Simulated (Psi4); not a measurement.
Internal rotation in SMILES COC=O. Scanned: dihedral C1–O2–C3–O4; all other coordinates were relaxed at B3LYP-D3(BJ)/def2-SVP. Points at φ and −φ are mirror images.

Geometry of the scan point at 150° (Å):
```
8

C     -1.0271    -0.1341     0.2860
O      0.1960    -0.6792     0.7569
C      1.2944     0.0958     0.6828
O      2.2066     0.0203     1.4486
H     -1.5258     0.4335     1.0884
H     -1.6713    -0.9685    -0.0208
H     -0.8676     0.5341    -0.5797
H      1.2454     0.8274    -0.1636
```

Level of theory: DF-MP2 (frozen core)/cc-pVTZ // B3LYP-D3(BJ)/def2-SVP (Psi4).

Scanned values (°): -150, -120, -90, -60, -30, 0, 30, 60, 90, 120, 150, 180.

Q: At which scan points does the profile have its minima and maxima, and how high do they lie?

A: Lower than their neighbours: 0° (0.000 eV), 180° (0.233 eV). Higher than their neighbours: -90° (0.610 eV), 90° (0.610 eV). The whole profile spans 0.610 eV.
